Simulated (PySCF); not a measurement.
# C2HCl3: the cost of one run

The runs use PySCF 2.14.0, with density-fitted response routines of our own; the level of theory stands in each step. All values are computed, except where a source is named. Atoms count from 0, in the outputs and in this text.

### Step 1. Starting geometry

6 atoms, charge 0, multiplicity 1; geometry from: GFN2-xTB. The atoms were then displaced at random by about 0.01 Å, so the start is not that level's minimum.

Bonds of the start (Å): Cl0–C1 1.71, C1–C2 1.35, C2–Cl3 1.70, C2–Cl4 1.71, C1–H5 1.07.

### Step 2. Geometry optimisation at PBE0-D3(BJ)/def2-TZVP

The job: settings as JSON, then the geometry in Å.

```
{"job": {"xc": "PBE0", "basis": "def2-TZVP", "d3": "d3bj", "grid": 2, "shake": 0.01, "kind": "geom"}, "charge": 0, "multiplicity": 1}
Cl     1.909690     0.960970    -0.014620
C      0.684480    -0.233990    -0.031000
C     -0.630110     0.048190     0.004860
Cl    -1.206850     1.643970     0.079460
Cl    -1.784150    -1.211150    -0.008350
H      1.051100    -1.238000    -0.075000
```

On the command line:

```sh
$ OMP_NUM_THREADS=2 python probes_run.py task.json out
```

One launch serves the whole session: the jobs run in the order shown.

**Question.** How long does this first job take on 2 threads of AMD EPYC, shared host, and how much memory does it need?

About 4 min, with a peak of 0.76 GiB.
